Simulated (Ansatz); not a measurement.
Input for Ansatz (development build ahead of 0.2.0):

```yaml
crystal:
  periodic: [false, false, false]
  atoms:
    - { symbol: H, position_ang: [0.00448, 0.02327, -1.61885] }
    - { symbol: C, position_ang: [-0.01463, 0.04602, -0.50688] }
    - { symbol: C, position_ang: [-0.00623, 0.04486, 0.77758] }
basis:
  gaussian: { orbitals: aug-cc-pVDZ }
total_charge: -1
hamiltonian:
  xc: hf
correlation:
  method: mp2
  frozen_orbitals: { C: 1, H: 0 }
```

The input is written out in the form of the current development build from the run's settings.

Results

| Property | Result |
| --- | --- |
| Converged | yes |
| Reference energy | -76.21164 hartree |
| Correlation energy | -0.27623 hartree |
| Total energy | -76.48787 hartree |
| Spin squared of the determinant | 0.000 |
